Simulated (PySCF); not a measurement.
# ClF: bond curves at several levels of theory

The task here is to estimate one member of a computed series from the others.

The runs use PySCF 2.14.0; Cl x2c-TZVPPall, F x2c-TZVPPall, spin-free X2C with a Gaussian nucleus.

Set-up of the first run:

The job is set up so:

```
atoms                         : Cl, F
charge                        : 0
basis                         : Cl x2c-TZVPPall, F x2c-TZVPPall
Hamiltonian                   : spin-free X2C with a Gaussian nucleus
basis functions               : 73
electrons treated             : 26
masses in u                   : 34.9689, 18.9984
levels                        : PBE0, PBE, r²SCAN, revPBE, B97-3, BHandHLYP, r²SCANh, ωB97X, HF, MP2, SCS-MP2, CCSD, CCSD(T)
grid                          : 80 radial by 434 angular points
occupations                   : held fixed by the projection of orbital angular momentum
dissociation limit            : Cl + F, each in its ground configuration
starting distance in angstrom : 1.585
values of 2S to try           : 0, 2
```

Command:

```
> OMP_NUM_THREADS=1 python dia.py task.json out
```

Steps of the session up to this table: Set-up; First curve: PBE0; Excited determinants; PBE; r²SCAN; revPBE; B97-3 (global hybrid GGA); BHandHLYP; r²SCANh; ωB97X (range-separated hybrid); RHF (mean field); MP2 and coupled cluster.

One table of the session follows, with a row left open; its other results are not shown here.

Energy (eV) from each level's lowest point:

| R (Å) | RHF | RHF-MP2 | RHF-SCS-MP2 | RHF-CCSD | RHF-CCSD(T) |
| --- | --- | --- | --- | --- | --- |
| 1.397 | 0.953 | 1.271 | 1.301 | n/a | n/a |
| 1.462 | 0.358 | 0.581 | 0.604 | 0.558 | 0.606 |
| 1.527 | 0.069 | 0.194 | 0.209 | 0.181 | 0.211 |
| 1.575 | 0.000 | 0.050 | 0.058 | 0.044 | 0.059 |
| 1.624 | 0.026 | 0.000 | 0.000 | 0.000 | 0.000 |
| 1.673 | 0.125 | 0.023 | 0.013 | 0.028 | 0.011 |
| 1.738 | ? | ? | ? | ? | ? |
| 1.819 | 0.710 | 0.369 | 0.329 | 0.384 | 0.310 |
| 1.916 | 1.230 | 0.726 | 0.661 | 0.741 | 0.619 |
| 2.046 | 1.980 | 1.249 | 1.148 | n/a | n/a |

**Question.** Estimate the row for R (Å) = 1.738.

Worked estimate for «RHF». A straight line through the neighbours (1.673, 0.125) and (1.819, 0.710) gives 0.125 + (0.710 − 0.125) × (1.738 − 1.673) / (1.819 − 1.673) = 0.385; a parabola fitted to 4 rows on both sides gives 0.354.

As computed: RHF: 0.343; RHF-MP2: 0.136; RHF-SCS-MP2: 0.114; RHF-CCSD: 0.146; RHF-CCSD(T): 0.106. In «RHF» the line misses by +0.042 and the parabola by +0.011.

Limits of these values: Lowest PBE0 solution found, without spin–orbit coupling: ¹Σ⁺ (singlet), closed shell. Warnings in the runs' records: inverted.
